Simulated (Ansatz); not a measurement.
Correlation energies of F3NS (`N#S(F)(F)F`) by basis set

```xyz
5

N    -0.482   -1.538    0.238
S    -0.065   -0.208    0.032
F     1.361    0.289    0.401
F    -0.043    0.454   -1.374
F    -0.771    1.004    0.703
```

Total charge 0; spin multiplicity 1. All single points use the PBE0-D4/def2-TZVP geometry. Frozen core, restricted reference, the Gaussian-basis code of Ansatz. CBS rows extrapolate triple and quadruple zeta; past MP2 they add the triple-zeta difference.

```csv
basis,HF (Eh),MP2 corr.,CCSD corr.,(T),CCSD(T) total
def2-SVP,-749.66582,-0.88418,-0.88435,-0.02467,-750.57484
def2-TZVPP,-750.32312,-1.15727,-1.14900,-0.04622,-751.51834
def2-QZVPP,-750.35340,-1.26247,–,–,–
CBS(def2),-750.35757,-1.34040,-1.33213,as TZ,-751.73592
```
